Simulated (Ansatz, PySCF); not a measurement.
Species: dimethylacetylene, C₄H₆, charge 0, multiplicity 1. SMILES: CC#CC
Geometry: optimised at B3LYP-D3(BJ)/def2-TZVP (Ansatz, a program for electronic structure).

Wanted: vertical ionisation energy (to the doublet state of charge +1; each state is the SCF solution reached for its spin; the molecule has degenerate orbitals, so one determinant may break the symmetry), in eV. Cores are frozen in the correlated levels unless marked. UHF or UKS for open shells. No spin-orbit coupling. Non-relativistic. 

```csv
level,program,vertical ionisation energy (eV)
HF/aug-cc-pVDZ,Ansatz,8.34
HF/aug-cc-pVTZ,Ansatz,8.31
SVWN5/def2-TZVPD,Ansatz,9.54
PBE/def2-TZVPD,Ansatz,9.34
r2SCAN/def2-TZVPD,Ansatz,9.29
B3LYP/def2-TZVPD,Ansatz,9.46
PBE0/def2-TZVPD,Ansatz,9.42
BHLYP/def2-TZVPD,Ansatz,9.33
CAM-B3LYP/def2-TZVPD,Ansatz,9.52
wB97M-V/def2-TZVPD,Ansatz,9.50
wB97X-V/def2-TZVPD,Ansatz,9.51
B2PLYP/def2-TZVPD,Ansatz,9.59
MP2/aug-cc-pVDZ,Ansatz,9.90
RI-MP2/aug-cc-pVTZ,Ansatz,10.02
SCS-MP2/aug-cc-pVDZ,Ansatz,9.83
CCSD/aug-cc-pVDZ,Ansatz,9.59
CCSD(T)/aug-cc-pVDZ,Ansatz,9.68
```

For comparison, minus the highest occupied orbital energy (PySCF): 6.06 eV at SVWN5/def2-TZVPD, 6.47 eV at TPSSh/def2-TZVPD, 9.86 eV at HF/def2-TZVPD.
